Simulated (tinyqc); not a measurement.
UHF in the sto-3g basis, for CH, spin multiplicity 4, step by step. One step of it, computed by the program tinyqc.

Task: Iteration 3: building the Fock matrix. J_ij = sum D_kl (ij|kl) with D = D(alpha) + D(beta), K_ij = sum D_kl (ik|jl) for each spin; F = H + J - K(s); E = tr D H + tr D J / 2 - 0.5 sum_s tr D(s) K(s) + E_nn.

D(alpha) after iteration 2:
```
,1C 1s,1C 2s,1C 2px,1C 2py,1C 2pz,2H 1s
1C 1s,1.065216,-0.262686,0.000000,0.000000,0.016143,-0.006602
1C 2s,-0.262686,1.058384,0.000000,0.000000,-0.068128,0.014521
1C 2px,0.000000,0.000000,1.000000,0.000000,0.000000,0.000000
1C 2py,0.000000,0.000000,0.000000,1.000000,0.000000,0.000000
1C 2pz,0.016143,-0.068128,0.000000,0.000000,0.627043,0.417218
2H 1s,-0.006602,0.014521,0.000000,0.000000,0.417218,0.281021
```

D(beta) after iteration 2:
```
,1C 1s,1C 2s,1C 2px,1C 2py,1C 2pz,2H 1s
1C 1s,1.051960,-0.211395,0.000000,0.000000,-0.016753,-0.089619
1C 2s,-0.211395,0.860054,0.000000,0.000000,0.061847,0.328835
1C 2px,0.000000,0.000000,0.000000,0.000000,0.000000,0.000000
1C 2py,0.000000,0.000000,0.000000,0.000000,0.000000,0.000000
1C 2pz,-0.016753,0.061847,0.000000,0.000000,0.004450,0.023661
2H 1s,-0.089619,0.328835,0.000000,0.000000,0.023661,0.125805
```

core Hamiltonian H = T + V (hartree):
```
,1C 1s,1C 2s,1C 2px,1C 2py,1C 2pz,2H 1s
1C 1s,-18.001283,-4.337642,0.000000,0.000000,-0.004127,-0.083872
1C 2s,-4.337642,-4.957170,0.000000,0.000000,-0.048152,-0.320227
1C 2px,0.000000,0.000000,-3.903158,0.000000,0.000000,0.000000
1C 2py,0.000000,0.000000,0.000000,-3.903158,0.000000,0.000000
1C 2pz,-0.004127,-0.048152,0.000000,0.000000,-3.924093,-0.360896
2H 1s,-0.083872,-0.320227,0.000000,0.000000,-0.360896,-1.904391
```

Two-electron integrals (ij|kl) in chemists' order, unique and non-zero (hartree):
```
i,j,k,l,(ij|kl)
1,1,1,1,3.541948
2,1,1,1,0.576921
2,1,2,1,0.111888
2,2,1,1,0.854682
2,2,2,1,0.205284
2,2,2,2,0.624709
3,1,3,1,0.020296
3,2,3,1,0.030858
3,2,3,2,0.137996
3,3,1,1,0.852436
3,3,2,1,0.205335
3,3,2,2,0.624568
3,3,3,3,0.672833
4,1,4,1,0.020296
4,2,4,1,0.030858
4,2,4,2,0.137996
4,3,4,3,0.036269
4,4,1,1,0.852436
4,4,2,1,0.205335
4,4,2,2,0.624568
4,4,3,3,0.600295
4,4,4,4,0.672833
5,1,5,1,0.020296
5,2,5,1,0.030858
5,2,5,2,0.137996
5,3,5,3,0.036269
5,4,5,4,0.036269
5,5,1,1,0.852436
5,5,2,1,0.205335
5,5,2,2,0.624568
5,5,3,3,0.600295
5,5,4,4,0.600295
5,5,5,5,0.672833
6,1,1,1,0.010985
6,1,2,1,0.002123
6,1,2,2,0.003908
6,1,3,3,0.003896
6,1,4,4,0.003896
6,1,5,1,0.000144
6,1,5,2,0.000271
6,1,5,5,0.003934
6,1,6,1,0.000041
6,2,1,1,0.043523
6,2,2,1,0.010678
6,2,2,2,0.038264
6,2,3,3,0.037276
6,2,4,4,0.037276
6,2,5,1,0.001015
6,2,5,2,0.008283
6,2,5,5,0.040199
6,2,6,1,0.000214
6,2,6,2,0.004065
6,3,3,1,0.000814
6,3,3,2,0.004949
6,3,5,3,0.001476
6,3,6,3,0.000372
6,4,4,1,0.000814
6,4,4,2,0.004949
6,4,5,4,0.001476
6,4,6,4,0.000372
6,5,1,1,0.048492
6,5,2,1,0.011998
6,5,2,2,0.045085
6,5,3,3,0.043230
6,5,4,4,0.043230
6,5,5,1,0.001653
6,5,5,2,0.012839
6,5,5,5,0.048745
6,5,6,1,0.000245
6,5,6,2,0.005543
6,5,6,5,0.007791
6,6,1,1,0.239631
6,6,2,1,0.059512
6,6,2,2,0.239252
6,6,3,3,0.232554
6,6,4,4,0.232554
6,6,5,1,0.004118
6,6,5,2,0.047519
6,6,5,5,0.252556
6,6,6,1,0.001178
6,6,6,2,0.038049
6,6,6,5,0.057495
6,6,6,6,0.774606
```

nuclear repulsion = 1.43798155 hartree

Give: Coulomb J; exchange K(alpha); exchange K(beta); F(alpha); F(beta); total energy of this density.

Result:

Coulomb J (hartree):
```
,1C 1s,1C 2s,1C 2px,1C 2py,1C 2pz,2H 1s
1C 1s,11.0028,2.0912,0.0000,0.0000,0.0034,0.0399
1C 2s,2.0912,4.6195,0.0000,0.0000,0.0345,0.2784
1C 2px,0.0000,0.0000,4.6180,0.0000,0.0000,0.0000
1C 2py,0.0000,0.0000,0.0000,4.6180,0.0000,0.0000
1C 2pz,0.0034,0.0345,0.0000,0.0000,4.6063,0.3289
2H 1s,0.0399,0.2784,0.0000,0.0000,0.3289,1.9256
```

exchange K(alpha) (hartree):
```
,1C 1s,1C 2s,1C 2px,1C 2py,1C 2pz,2H 1s
1C 1s,3.6416,0.6595,0.0000,0.0000,0.0003,0.0150
1C 2s,0.6595,1.0441,0.0000,0.0000,-0.0238,0.0894
1C 2px,0.0000,0.0000,0.8848,0.0000,0.0000,0.0000
1C 2py,0.0000,0.0000,0.0000,0.8848,0.0000,0.0000
1C 2pz,0.0003,-0.0238,0.0000,0.0000,0.6891,0.1641
2H 1s,0.0150,0.0894,0.0000,0.0000,0.1641,0.2759
```

exchange K(beta) (hartree):
```
,1C 1s,1C 2s,1C 2px,1C 2py,1C 2pz,2H 1s
1C 1s,3.5778,0.5800,0.0000,0.0000,-0.0002,0.0095
1C 2s,0.5800,0.5930,0.0000,0.0000,0.0615,0.1159
1C 2px,0.0000,0.0000,0.1304,0.0000,0.0000,0.0000
1C 2py,0.0000,0.0000,0.0000,0.1304,0.0000,0.0000
1C 2pz,-0.0002,0.0615,0.0000,0.0000,0.1414,0.0409
2H 1s,0.0095,0.1159,0.0000,0.0000,0.0409,0.1291
```

F(alpha) (hartree):
```
,1C 1s,1C 2s,1C 2px,1C 2py,1C 2pz,2H 1s
1C 1s,-10.6401,-2.9059,0.0000,0.0000,-0.0010,-0.0590
1C 2s,-2.9059,-1.3817,0.0000,0.0000,0.0101,-0.1313
1C 2px,0.0000,0.0000,-0.1699,0.0000,0.0000,0.0000
1C 2py,0.0000,0.0000,0.0000,-0.1699,0.0000,0.0000
1C 2pz,-0.0010,0.0101,0.0000,0.0000,-0.0069,-0.1961
2H 1s,-0.0590,-0.1313,0.0000,0.0000,-0.1961,-0.2546
```

F(beta) (hartree):
```
,1C 1s,1C 2s,1C 2px,1C 2py,1C 2pz,2H 1s
1C 1s,-10.5763,-2.8264,0.0000,0.0000,-0.0006,-0.0535
1C 2s,-2.8264,-0.9306,0.0000,0.0000,-0.0752,-0.1578
1C 2px,0.0000,0.0000,0.5845,0.0000,0.0000,0.0000
1C 2py,0.0000,0.0000,0.0000,0.5845,0.0000,0.0000
1C 2pz,-0.0006,-0.0752,0.0000,0.0000,0.5408,-0.0729
2H 1s,-0.0535,-0.1578,0.0000,0.0000,-0.0729,-0.1079
```

total energy of this density = -37.458260 hartree
